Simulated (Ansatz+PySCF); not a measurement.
A calculation with PySCF 2.14.0.

```python
from pyscf import gto, scf, mp

# the (T+d) and (D+d) sets load through basis_set_exchange
mol = gto.M(atom="""
S 0.000000 0.215740 -1.497090
S 0.000000 -0.647710 0.337800
H 0.000000 0.431970 1.159290
""", basis={'H': 'cc-pvtz', 'S': 'cc-pv(t+d)z'}, charge=0, spin=1)
mf = scf.UHF(mol)
mf.kernel()
pt = mp.MP2(mf, frozen=10).run()
print(mf.e_tot, pt.e_corr, pt.e_tot)
```

The script is written out from the run's settings.

Output:

| Quantity | Value |
| --- | --- |
| Converged | yes |
| Reference energy | -795.67215 hartree |
| Correlation energy | -0.32609 hartree |
| Total energy | -795.99824 hartree |
| Spin squared of the determinant | 0.770 |
